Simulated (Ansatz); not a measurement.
Input file:

```yaml
crystal:
  periodic: [false, false, false]
  atoms:
    - {symbol: Ge, position_ang: [0.000000, 0.000000, 0.000000]}
    - {symbol: H, position_ang: [0.497315, 0.916058, 0.914876]}
    - {symbol: H, position_ang: [-0.504898, -0.912305, 0.914472]}
    - {symbol: H, position_ang: [-0.495472, 0.913304, -0.918621]}
    - {symbol: H, position_ang: [0.503056, -0.917057, -0.910726]}
basis:
  gaussian: {orbitals: 6-31G, point_charges: [{charge: -0.50, position_ang: [3.546, -0.140, -0.226]}]}
total_charge: 1
magnetization: {spin_polarized: true, initial_magnetization: 1}
hamiltonian: {xc: hf}
output: {forces: true, orbitals: {seedname: orbitals}}
```

```sh
$ ansatz run in.yaml --threads 1 --pin off --events-out ev --progress --plain --max-ram 2393MiB
```

The program prints:

```
378 factors; integrals over basis functions are off by at most 5.5e-4 eV
mean field evaluation 1: about -56515.7023 eV, gradient 6.5e0 eV
mean field evaluation 2: about -56515.7045 eV, gradient 6.5e0 eV
mean field evaluation 4: about -56516.1117 eV, gradient 7.5e-1 eV
mean field evaluation 8: about -56516.1234 eV, gradient 4.9e-3 eV
mean field evaluation 16: about -56516.0725 eV, gradient 7.3e-1 eV
mean field evaluation 32: about -56514.7370 eV, gradient 3.6e0 eV
mean field -56516.12344655 eV, -2076.9292286564 hartree, gradient 9.4e-6 eV, S^2 0.772102; 0 other end points of the search recorded, 0 dependent functions left out
the calculation of the forces begins
reference -56516.12344655 eV, -2076.9292286564 hartree; 18, 17 occupied and 19, 20 virtual orbitals, 378 factors
Total energy: -56516.12344655 eV, -2076.9292286564 hartree
Atom 0 at     0.000000     0.000000     0.000000 Å, force     0.692269     0.107486     0.093006 eV/Å
Atom 1 at     0.497315     0.916058     0.914876 Å, force     1.349419     2.744450     2.738283 eV/Å
Atom 2 at    -0.504898    -0.912305     0.914472 Å, force    -1.420928    -2.706814     2.656560 eV/Å
Atom 3 at    -0.495472     0.913304    -0.918621 Å, force    -1.393453     2.651071    -2.723585 eV/Å
Atom 4 at     0.503056    -0.917057    -0.910726 Å, force     1.385391    -2.817149    -2.801264 eV/Å
Dipole moment:     0.075766    -0.013081    -0.014960 e Å
```

Forces (eV/Å):
```
Ge   0.692  0.107  0.093
H    1.349  2.744  2.738
H   -1.421 -2.707  2.657
H   -1.393  2.651 -2.724
H    1.385 -2.817 -2.801
```

Ran on 1 thread of Arm Neoverse V2, shared host: 0.54 s wall, 0.07 GiB peak host memory.
